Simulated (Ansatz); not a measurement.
**A relaxation, step by step**

C$_{2}$H$_{6}$N (SMILES [NH4+].C#C) (charge +1), singlet, PBE0-D4/def2-TZVP (Ansatz 0.2.0). Settings:

```yaml
hamiltonian: {xc: pbe0, dispersion: d4}
relax: {f_tol: 0.005, max_steps: 200}
```

Start (the SMILES describes the start alone):

```tsv
atom	x (Å)	y (Å)	z (Å)
N1	0.0640	0.0707	-1.3783
H2	1.0190	-0.1800	-1.6914
H3	-0.6166	-0.5907	-1.7933
H4	-0.1597	1.0296	-1.6994
H5	0.0100	0.0225	-0.3043
C6	-0.1924	-0.6851	1.6376
C7	0.0369	0.5135	1.7264
H8	-0.3985	-1.7517	1.6290
H9	0.2374	1.5712	1.8738
```

| step | energy less the last (meV) | largest force component (eV/Å) |
| --- | --- | --- |
| 1 | 60.1 | 1.621 |
| 2 | 3.8 | 0.355 |
| 3 | 0.3 | 0.033 |
| 4 | 0.1 | 0.035 |
| 5 | 0.0 | 0.007 |
| 6 | 0.0 | 0.003 |

Step 2, positions (Å) and forces (eV/Å):

```csv
atom,x,y,z,Fx,Fy,Fz
N1,0.065,0.074,-1.390,-0.013,-0.019,0.174
H2,1.011,-0.171,-1.699,-0.137,0.035,0.055
H3,-0.607,-0.576,-1.809,0.098,0.094,0.069
H4,-0.155,1.026,-1.699,0.031,-0.137,0.058
H5,0.008,0.016,-0.329,0.021,0.029,-0.355
C6,-0.192,-0.679,1.661,-0.039,-0.203,-0.001
C7,0.034,0.498,1.734,0.039,0.204,0.021
H8,-0.395,-1.733,1.665,0.032,0.163,-0.001
H9,0.232,1.544,1.867,-0.031,-0.165,-0.019
```

Step 4, positions (Å) and forces (eV/Å):

```json
{"atom": "N1", "x": "0.065", "y": "0.074", "z": "-1.396", "Fx": "-0.005", "Fy": "-0.007", "Fz": "0.035"}
{"atom": "H2", "x": "1.008", "y": "-0.170", "z": "-1.703", "Fx": "0.020", "Fy": "-0.005", "Fz": "-0.003"}
{"atom": "H3", "x": "-0.605", "y": "-0.574", "z": "-1.813", "Fx": "-0.013", "Fy": "-0.013", "Fz": "-0.006"}
{"atom": "H4", "x": "-0.154", "y": "1.023", "z": "-1.703", "Fx": "-0.004", "Fy": "0.017", "Fz": "0.001"}
{"atom": "H5", "x": "0.009", "y": "0.017", "z": "-0.347", "Fx": "0.002", "Fy": "0.009", "Fz": "-0.010"}
{"atom": "C6", "x": "-0.192", "y": "-0.679", "z": "1.669", "Fx": "0.005", "Fy": "0.026", "Fz": "-0.009"}
{"atom": "C7", "x": "0.033", "y": "0.498", "z": "1.744", "Fx": "-0.004", "Fy": "-0.026", "Fz": "-0.014"}
{"atom": "H8", "x": "-0.395", "y": "-1.728", "z": "1.672", "Fx": "-0.003", "Fy": "-0.017", "Fz": "0.002"}
{"atom": "H9", "x": "0.231", "y": "1.540", "z": "1.877", "Fx": "0.003", "Fy": "0.016", "Fz": "0.004"}
```

Step 5, positions (Å) and forces (eV/Å):

```tsv
atom	x	y	z	Fx	Fy	Fz
N1	0.065	0.074	-1.392	0.000	-0.002	-0.003
H2	1.008	-0.171	-1.698	-0.001	0.000	0.002
H3	-0.606	-0.575	-1.807	0.001	0.001	0.001
H4	-0.154	1.022	-1.701	0.000	-0.001	0.002
H5	0.009	0.020	-0.343	0.001	0.002	-0.003
C6	-0.192	-0.679	1.664	0.001	0.007	0.002
C7	0.034	0.498	1.738	-0.001	-0.007	-0.003
H8	-0.395	-1.729	1.666	-0.001	-0.004	0.000
H9	0.231	1.540	1.872	0.000	0.003	0.002
```

Last step (6):

| atom | x (Å) | y (Å) | z (Å) |
| --- | --- | --- | --- |
| N1 | 0.0649 | 0.0742 | -1.3920 |
| H2 | 1.0076 | -0.1716 | -1.6986 |
| H3 | -0.6058 | -0.5752 | -1.8061 |
| H4 | -0.1545 | 1.0222 | -1.7022 |
| H5 | 0.0093 | 0.0214 | -0.3431 |
| C6 | -0.1917 | -0.6794 | 1.6638 |
| C7 | 0.0336 | 0.4977 | 1.7387 |
| H8 | -0.3946 | -1.7290 | 1.6663 |
| H9 | 0.2311 | 1.5396 | 1.8732 |

The run took about 12 s on 2 CPU threads of an Arm Neoverse V1 (shared host).
